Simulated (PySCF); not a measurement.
C3H10N (charge +1).
SMILES: `CC([NH3+])C`

Method: TDDFT wB97X-D/def2-SVPD, vertical, gas phase, core orbitals frozen in the response (PySCF). Isolated species at its PBE0-D3(BJ)/def2-SVP geometry, gas phase.

Each state is given a Gaussian of 0.5 eV full width at half maximum, with ε(max) = 2.175×10⁸ f / Δν̃ (Δν̃ the width in cm⁻¹). The width is an assumption, not a result. The curve ends short of the highest state used, and states not computed would add to its high-energy end.

```tsv
λ (nm)	ε (L mol⁻¹ cm⁻¹)
116.1	8129
116.6	7780
117.1	7649
117.5	7628
118.0	7608
118.5	7496
119.0	7223
119.4	6866
119.9	6259
120.4	5510
120.8	4851
121.3	4010
121.8	3207
122.3	2492
122.7	2003
123.2	1511
123.7	1149
124.2	908
124.6	789
125.1	717
125.6	709
126.0	735
126.5	791
127.0	858
127.5	923
127.9	965
128.4	1000
128.9	1010
129.3	1001
129.8	966
130.3	910
130.8	836
131.2	768
131.7	677
132.2	583
132.6	509
133.1	422
133.6	343
134.1	273
134.5	224
135.0	172
135.5	129
136.0	96
136.4	74
136.9	53
137.4	37
137.8	28
138.3	19
138.8	13
139.3	8
139.7	6
140.2	4
140.7	2
141.1	2
141.6	1
142.1	1
```

Q: Where are the band maxima, and which computed states make them?

A: 129 nm (9.62 eV), ε about 1000, made up of S1 (21%) and S2 (79%) (ε in L mol⁻¹ cm⁻¹; maxima over ε = 5, shares over 10%). At its high-energy end, 10.68 eV, the curve is still rising (ε about 8100, from S3, S6 and S7). The states used: S1 9.48 eV (f 0.0049); S2 9.66 eV (f 0.015); S3 10.44 eV (f 0.127); S4 10.50 eV (f 0.0015); S5 10.86 eV (f 0.0073); S6 10.97 eV (f 0.084); S7 11.00 eV (f 0.128); S8 11.07 eV (f 0.0034); S9 11.20 eV (f 0.049); S10 11.28 eV (f 0.042).

Q: What would ε be at 9.62 eV, the highest of these maxima, with half the width (0.25 eV)?

A: About 1730 L mol⁻¹ cm⁻¹ against 1010, a factor of about 1.7; a lone state at its own centre would give exactly 2.

Q: Does any computed singlet lie in the visible range?

A: No computed singlet lies in the visible range (380 to 750 nm); the lowest, at 131 nm, stands 6.21 eV above its violet end (3.26 eV).

Q: Coming from long wavelengths, where does ε first pass 100 L mol⁻¹ cm⁻¹?

A: At about 136 nm (9.12 eV), 0.35 eV below S1.

The vertical ionisation energy (ΔSCF) is 17.32 eV, 6.04 eV above S10.
